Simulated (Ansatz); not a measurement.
# Nudged elastic band run: BClH3

Input file:

```yaml
crystal:
  periodic: [false, false, false]
  atoms:
    - { symbol: H, position_ang: [-0.549637, -0.562885, 0.91662] }
    - { symbol: B, position_ang: [0.130202, 0.086813, 0.068359] }
    - { symbol: Cl, position_ang: [0.26196, -0.903407, -1.477826] }
    - { symbol: H, position_ang: [1.11801, 0.648716, 0.430272] }
    - { symbol: H, position_ang: [-0.960535, 0.730662, 0.062575] }
magnetization:
  spin_polarized: true
  initial_magnetization: 1
basis:
  gaussian: { orbitals: "6-31G" }
hamiltonian:
  xc: pbe
  dispersion: d4
neb:
  order_check: false
  images: 5
  f_tol: 0.05
  max_iterations: 60
  initial_path: linear
  final_atoms:
    - { symbol: H, position_ang: [-1.13683537, -2.90252685, 1.75477553] }
    - { symbol: B, position_ang: [0.3159628, 0.8933418, -0.40346317] }
    - { symbol: Cl, position_ang: [-0.01001994, -0.83476333, -0.7691358] }
    - { symbol: H, position_ang: [1.36736894, 1.15950293, 0.10027892] }
    - { symbol: H, position_ang: [-0.53647643, 1.68434445, -0.68245549] }
```

Command:

```bash
$ ansatz run input.yaml --threads 1 --pin off --max-ram 2048MiB --backend cpu --events-out ev --progress --plain --runs-dir out
```

Output, in part (warnings, iteration lines, the closing report on the highest movable image, with atoms numbered from 0):

```
NEB end point (image 0): max|allowed force component| = 1.148e-2 eV/Å (the criterion of neb.relax_end_points is 1.000e-2)
NEB end point (image 6): max|allowed force component| = 1.325e-3 eV/Å (the criterion of neb.relax_end_points is 1.000e-2)
NEB iter   1: max|band force component| = 3.717e0 eV/Å  barrier→ = 1.2749 eV  barrier← = 0.4087 eV  Δτ_max = 0.1911 Å  (189 SCF iters)
NEB iter   2: max|band force component| = 1.921e0 eV/Å  barrier→ = 1.0906 eV  barrier← = 0.2244 eV  Δτ_max = 0.0983 Å  (126 SCF iters)
NEB iter   3: max|band force component| = 1.102e0 eV/Å  barrier→ = 0.9236 eV  barrier← = 0.0574 eV  Δτ_max = 0.0854 Å  (115 SCF iters)
NEB iter   4: max|band force component| = 5.654e-1 eV/Å  barrier→ = 0.8822 eV  barrier← = 0.0161 eV  Δτ_max = 0.0479 Å  (112 SCF iters)
NEB iter   5: max|band force component| = 1.969e-1 eV/Å  barrier→ = 0.8750 eV  barrier← = 0.0088 eV  CI = image 4  Δτ_max = 0.0469 Å  (110 SCF iters)
NEB iter   6: max|band force component| = 9.978e-2 eV/Å  barrier→ = 0.8720 eV  barrier← = 0.0058 eV  CI = image 4  Δτ_max = 0.0430 Å  (108 SCF iters)
NEB iter   7: max|band force component| = 1.322e-1 eV/Å  barrier→ = 0.8696 eV  barrier← = 0.0035 eV  CI = image 4  Δτ_max = 0.0215 Å  (105 SCF iters)
NEB iter   8: max|band force component| = 1.205e-1 eV/Å  barrier→ = 0.8689 eV  barrier← = 0.0027 eV  CI = image 4  Δτ_max = 0.0430 Å  (106 SCF iters)
NEB iter   9: max|band force component| = 2.740e-1 eV/Å  barrier→ = 0.8701 eV  barrier← = 0.0039 eV  CI = image 5  Δτ_max = 0.0215 Å  (109 SCF iters)
NEB iter  10: max|band force component| = 1.776e-1 eV/Å  barrier→ = 0.8681 eV  barrier← = 0.0020 eV  CI = image 5  Δτ_max = 0.0428 Å  (109 SCF iters)
NEB iter  11: max|band force component| = 3.036e-1 eV/Å  barrier→ = 0.8676 eV  barrier← = 0.0015 eV  CI = image 4  Δτ_max = 0.0215 Å  (109 SCF iters)
NEB iter  12: max|band force component| = 2.251e-1 eV/Å  barrier→ = 0.8663 eV  barrier← = 0.0001 eV  CI = image 5  Δτ_max = 0.0430 Å  (101 SCF iters)
NEB iter  13: max|band force component| = 2.411e-2 eV/Å  barrier→ = 0.8662 eV  barrier← = 0.0001 eV  CI = image 5  Δτ_max = 0.0000 Å  (220 SCF iters)
Total energy: -13237.83952493 eV, -486.4816296114 hartree
Atom 0 at    -0.652646    -2.595003     1.867749 Å, force    -0.000453    -0.000489     0.002201 eV/Å
Atom 1 at     0.167606     0.812040    -0.403648 Å, force     0.001062    -0.016890    -0.012092 eV/Å
Atom 2 at     0.120813    -0.864283    -1.048951 Å, force     0.000522     0.009127     0.001327 eV/Å
Atom 3 at     1.201706     1.191365     0.061885 Å, force    -0.003905     0.004557     0.003475 eV/Å
Atom 4 at    -0.837478     1.455780    -0.477035 Å, force     0.002774     0.003695     0.005089 eV/Å
Dipole moment:     0.005063     0.197051     0.077928 e Å
```

The forces met the threshold. The top lies less than 8 meV above the higher end, about what the thresholds resolve: that end is a shoulder or a very shallow well. Another band between the same ends (5 images) ends at a top of the same energy, where a vibrational analysis finds no clearly imaginary modes. Limits of this set-up: no polarisation functions.

Final band (atoms are numbered from 1 in the order of the input):

```
image  path coordinate (Å)  energy (kcal/mol)  H1–B2 (Å)
    0                 0.00                0.0       1.27
    1                 0.59               13.9       1.85
    2                 1.17               18.8       2.58
    3                 1.76               19.6       3.21
    4                 2.35               19.9       3.69
    5                 2.93               20.0       4.18
    6                 3.51               20.0       4.60
```

The run took 49 s on 1 thread of Arm Neoverse V2, on a shared host, peak memory 0.18 GiB.
